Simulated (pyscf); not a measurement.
This saddle point was located with ωB97X-D3(BJ)/def2-SVP in PySCF.

```
Ga
F 1 1.7496
F 1 1.7558 2 118.34
N 1 1.9384 2 117.82 3 -145.55
H 4 1.0191 1 117.34 2 134.43
H 4 1.0192 5 108.57 1 137.68
H 4 1.3760 5 118.58 6 138.29
O 7 1.1808 4 136.82 5 119.47
H 8 0.9653 7 117.18 4 -124.26
```

Surface: singlet, charge 0. Lowest wavenumbers (cm⁻¹): 1103i, 137, 150, 185, 215.

Task: What reaction is this the transition state of?

Result: `[OH][Ga]([F])[F]` + `[NH3]` ⇌ `[OH2]` + `[NH2][Ga]([F])[F]`, a four-centre exchange read from left to right: Ga–O, H–N broken and H–O, Ga–N formed. At ωB97M-D3(BJ)/def2-TZVP it lies -0.44 eV from the left side and -0.56 eV from the right (each side as separated species at their lowest minima found). On the reactant side the descent ends in an adduct with a Ga–N contact, 1.58 eV under the separated species and 1.07 eV under the saddle at ωB97X-D3(BJ)/def2-TZVP. On the product side the descent ends in an adduct with a Ga–O contact, 0.94 eV under the separated species and 0.33 eV under the saddle at ωB97X-D3(BJ)/def2-TZVP. At ωB97M-D3(BJ) the saddle lies under the separated reactants, which points to a path from their complex (located at ωB97X-D3(BJ) alone). At ωB97M-D3(BJ) the saddle lies under the separated products, which points to a path from their complex (located at ωB97X-D3(BJ) alone), and parting the products costs more than the saddle. What is counted as formed (Ga–N) is already present as a longer contact in the reactant adduct; forming that adduct is a step of its own. What is counted as broken (Ga–O) persists as a longer contact in the product adduct; parting that adduct is a step of its own. This is the saddle that the search found; another between the same sides may lie lower. Elements up to Kr have no core potential and no relativistic terms here.
